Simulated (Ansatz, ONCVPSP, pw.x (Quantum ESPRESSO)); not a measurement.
## From atom to crystal: ONCV potential for aluminium (Al)

- Element: aluminium
- Generator: ONCVPSP 4.0.1
- Type: optimised norm-conserving Vanderbilt (ONCV)
- Functional: LDA (Perdew-Wang 92)
- Relativity: scalar-relativistic
- Frozen core: [Ne]
- Valence charge: 3
- Reference configuration: 3s2 3p0.5 (charge +0.5)
- Partial waves: 3s: rc 1.60 bohr, ncon 3, nbas 6, qcut 4.3 1/bohr, 1 projector; 3p: rc 2.60 bohr, ncon 5, nbas 8, qcut 3.8 1/bohr, 2 projectors, debl 3.2 Ha; d scattering state at 0.22 Ha: rc 2.70 bohr, ncon 4, nbas 7, qcut 3.1 1/bohr, 1 projector
- Local potential: polynomial inside 1.30 bohr (lpopt 5, dvloc0 -1 Ha)
- Core correction: Teter function, fcfact 2.5, rcfact 1.6

Atomic tests: cutoffs needed: 6.0 Ha and 8.2 Ha (the cutoffs (Ha) at which the residual kinetic energy of the hardest occupied pseudo-wave falls to 1 and 0.1 mHa per electron); ghost test: no bound ghost flagged; GHOST(+) flagged for s at 9.9 eV, d at 39.7 eV; largest excitation error: -5.7 meV (all-electron minus pseudo) for 3s0 3p3, out of 4 test configurations.

Crystal test: fcc Al in pw.x 7.5, no spin, 14³ k-points, Fermi–Dirac smearing 0.01 Ry, cutoffs 50/200 Ry. The reference is all-electron LAPW (Ansatz 0.2.0) with the same functional, mesh and smearing; V0 and B0 come from Birch–Murnaghan fits to the pressures at five volumes. Errors are pseudo minus all-electron; Δ is the rms difference of the E(V) curves that follow from these fits, minima aligned, over ±6 % about the mean V0. Mesh and smearing are coarse, so the numbers serve the comparison and aren't converged zero-temperature values; the lattice is a test structure that the element need not adopt.

```json
{"V (Å³/atom)": "15.050", "P all-electron (GPa)": "4.50", "P pseudo (GPa)": "5.16"}
{"V (Å³/atom)": "15.446", "P all-electron (GPa)": "1.97", "P pseudo (GPa)": "2.58"}
{"V (Å³/atom)": "15.842", "P all-electron (GPa)": "-0.23", "P pseudo (GPa)": "0.33"}
{"V (Å³/atom)": "16.238", "P all-electron (GPa)": "-2.14", "P pseudo (GPa)": "-1.63"}
{"V (Å³/atom)": "16.634", "P all-electron (GPa)": "-3.79", "P pseudo (GPa)": "-3.32"}
```

All-electron: a0 = 3.983 Å (V0 = 15.80 Å³/atom), B0 = 82.8 GPa.

Pseudopotential: mean pressure error (GPa): +0.56; a0 (Å): 3.992; a0 error (%): +0.22; B0 error (%): -0.8; Δ (meV/atom): 1.9. The generator flags a localised state at positive energy (s at 10 eV, d at 40 eV).

**Question.** At the middle volume, how do free energy and pressure move when the wave cutoff is lowered (ecutrho kept at four times it)?

**Answer.**

```json
{"cutoff (Ry)": "22", "shift of F (meV/atom)": "+4.7", "shift of P (GPa)": "+0.04"}
{"cutoff (Ry)": "30", "shift of F (meV/atom)": "+3.1", "shift of P (GPa)": "+0.01"}
{"cutoff (Ry)": "40", "shift of F (meV/atom)": "+0.9", "shift of P (GPa)": "-0.02"}
```

The run at the middle volume (104 k-points, 6 iterations) took about 6.8 s on one core of a shared host (Intel(R) Xeon(R) Platinum 8259CL CPU @ 2.50GHz, 96 threads, 755 GiB, load 22).
